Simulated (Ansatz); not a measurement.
C3H3FS can be A, `F/C=C1\CS1`, or B, `FCC1=CS1`.

Computed with Ansatz on PBE0-D4/def2-TZVP structures; ΔE is electronic, products minus reactants. CCSD(T)/CBS is the MP2 limit (def2-TZVPP, def2-QZVPP) plus CCSD(T) − MP2 in def2-TZVPP, frozen cores. Functionals use def2-TZVPP. B3LYP here is the variant with VWN-RPA as its local correlation; programs differ in this. Each species was taken in one conformer, which may not be the lowest.

A:

Z-matrix (Å, degrees):
```
C
S 1 1.832
C 1 1.449 2 62.1
H 1 1.085 2 115.3 3 110.5
H 1 1.085 2 115.3 3 -110.5
C 3 1.313 1 146.4 2 180.0
F 6 1.341 3 121.0 1 0.0
H 6 1.082 3 125.5 1 180.0
```

B:

```xyz
8

F    -0.6407    0.7585    1.8451
C    -0.7288    0.6896    0.4732
C     0.2112   -0.2919   -0.0671
C     1.1040   -0.6692   -0.8963
S     0.5511   -2.0961    0.0911
H    -0.5124    1.6788    0.0584
H    -1.7528    0.3988    0.2137
H     1.7684   -0.4686   -1.7180
```

Which isomer does CCSD(T)/CBS put lower? Give the gap. (An estimate is asked.)

Computed: A, by 94.1 kJ/mol.

Give E(B) − E(A) in kJ/mol with B3LYP-D4, CCSD(T)/def2-TZVPP, r2SCAN-D4, MP2/def2-TZVPP, B3LYP, ωB97M-V, PBE0-D4. (Estimate.)

Computed: B3LYP-D4 102.5, CCSD(T)/def2-TZVPP 97.4, r2SCAN-D4 112.1, MP2/def2-TZVPP 96.2, B3LYP 102.3, ωB97M-V 99.3, PBE0-D4 108.8. None reverses the order clearly.

Does the order hold for the free energy at 298.15 K (harmonic terms from PBE0-D4)? (Best estimate.)

Ansatz gave: Yes: G(B) − G(A) = +88.4 kJ/mol, for one conformer each.

Largest T1 diagnostic: 0.013.

At CCSD(T), def2-SVP lies +11.9 kJ/mol from the extrapolated value and def2-TZVPP +3.3 kJ/mol. Leaving LDA and LC-ωPBE aside and taking each functional with its dispersion term where it has one, the values, not all of them listed here, spread over 12.9 kJ/mol, from B2PLYP to r2SCAN-D4. LDA lies +8.3 kJ/mol from PBE without D4.
